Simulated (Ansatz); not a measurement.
AlH₃S₂, SMILES [SH][AlH][SH], vertical and adiabatic energies of changing the electron count

With Ansatz 0.2.0 through its Python package.

Input file `alh3s2.xyz`:
```text
6

S    -1.27960   -1.20280   -1.17680
Al    0.46360    0.03940   -0.50010
S     1.38210   -0.39220    1.49950
H    -2.15000   -0.24420   -0.59030
H     1.05690    1.19670   -1.44200
H     0.56900    0.53900    2.16350
```

Run as a notebook:

```python
import itertools

import ansatz
from ase.data import atomic_numbers, covalent_radii
import numpy as np
```

```python
alh3s2 = ansatz.Crystal.molecule_from_extxyz('alh3s2.xyz')
```

```python
model = (
    alh3s2.calculation()
    .basis(gaussian='6-31G*')
    .functional('cam_b3lyp')
)
symbols = [site.symbol for site in alh3s2.cartesian_sites]
start = np.array([site.position_ang for site in alh3s2.cartesian_sites], dtype=float)
summary = model.relax(force_tolerance=0.01).run(threads=1).report
end = np.array(summary['positions_ang'])
```

```python
minimum = ansatz.Crystal.molecule()
for symbol, place in zip(symbols, end):
    minimum = minimum.atom(symbol, place.tolist())
ion = (
    minimum.calculation()
    .basis(gaussian='6-31G*')
    .functional('cam_b3lyp')
    .charge(1)
    .spin('collinear', total=1)
)
vertical = ion.run(threads=1).report
settled = ion.relax(force_tolerance=0.01, max_steps=80).run(threads=1).report
print(f'vertical ionisation energy   {vertical["free_energy_ev"] - summary["free_energy_ev"]:.3f} eV')
print(f'adiabatic, no zero point     {settled["free_energy_ev"] - summary["free_energy_ev"]:.3f} eV')
print(f'relaxation energy of the ion {vertical["free_energy_ev"] - settled["free_energy_ev"]:.3f} eV')
ionised = np.array(settled['positions_ang'])
radius = [covalent_radii[atomic_numbers[s]] for s in symbols]
span = lambda where, i, j: np.linalg.norm(where[i] - where[j])
bonded = [(i, j) for i, j in itertools.combinations(range(len(symbols)), 2) if min(span(end, i, j), span(ionised, i, j)) < 1.2 * (radius[i] + radius[j])]
print('pair        before    after (A)')
for i, j in bonded:
    print(f'{symbols[i]}{i}-{symbols[j]}{j}'.ljust(10), f'{span(end, i, j):8.4f} {span(ionised, i, j):8.4f}')
for first, second in list(itertools.combinations(bonded, 2)):
    shared = set(first) & set(second)
    if shared and symbols[(j := shared.pop())] != 'H':
        i, k = sorted((set(first) | set(second)) - {j})
        u, v = ionised[i] - ionised[j], ionised[k] - ionised[j]
        angle = np.degrees(np.arccos(np.clip(u @ v / np.linalg.norm(u) / np.linalg.norm(v), -1, 1)))
        print(f'final angle {symbols[i]}{i}-{symbols[j]}{j}-{symbols[k]}{k}: {angle:.2f} deg')
```

    vertical ionisation energy   9.789 eV
    adiabatic, no zero point     9.636 eV
    relaxation energy of the ion 0.153 eV
    pair        before    after (A)
    S0-Al1       2.1810   2.2254
    S0-H3        1.3470   1.3516
    Al1-S2       2.1810   2.2254
    Al1-H4       1.5751   1.5537
    S2-H5        1.3470   1.3516
    final angle Al1-S0-H3: 100.06 deg
    final angle S0-Al1-S2: 96.19 deg
    final angle S0-Al1-H4: 131.90 deg
    final angle S2-Al1-H4: 131.91 deg
    final angle Al1-S2-H5: 100.06 deg

The energies are electronic: no zero-point or thermal terms, and the basis set is short of its limit. The product may relax into another structure. Each relaxation finds its nearest minimum, which needn't be the lowest. Wall time of the script: 83 s on 1 thread of Arm Neoverse V1, on a shared host, peak memory 0.23 GiB.
